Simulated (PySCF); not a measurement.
Converging LiSi⁺ in the basis (MP2)

PySCF, UHF reference; triplet, unpaired electrons σ ↑, π ↑; De to Li⁺ + Si without counterpoise correction. Frozen cores follow the default of each basis and core potential.

| basis | relativity | functions | Re (Å) | ωe (cm⁻¹) | De (eV) | frozen orbitals |
| --- | --- | --- | --- | --- | --- | --- |
| 3-21G | no relativity | 22 | 2.860 | 263 | 0.75 | 5 |
| 6-31G(d,p) | no relativity | 32 | 2.783 | 280 | 0.74 | 5 |
| def2-TZVP | no relativity | 51 | 2.776 | 266 | 0.67 | 5 |

(1) How does each smaller set differ from the one with most functions, def2-TZVP?

Correlated steps freeze 5 core orbitals. Correlated levels converge slowly with the basis: in double zeta they bind strong bonds too weakly, by up to about 1 eV, and carry superposition errors of some tenths. For an ion De counts to the pair picked by the measured ionisation energies or electron affinities, which need not be the lowest pair at this level. 3-21G is very small, so such numbers show the basis as much as the molecule. The state is the lowest determinant that a PBE0 search found; another state may lie lower at other levels.

## Answers

(1) 3-21G: +8.4 pm, -1.1 % in ωe, +0.08 eV in De; 6-31G(d,p): +0.7 pm, +5.3 % in ωe, +0.07 eV in De. All at MP2; the set with most functions is neither the basis-set limit nor always the best.
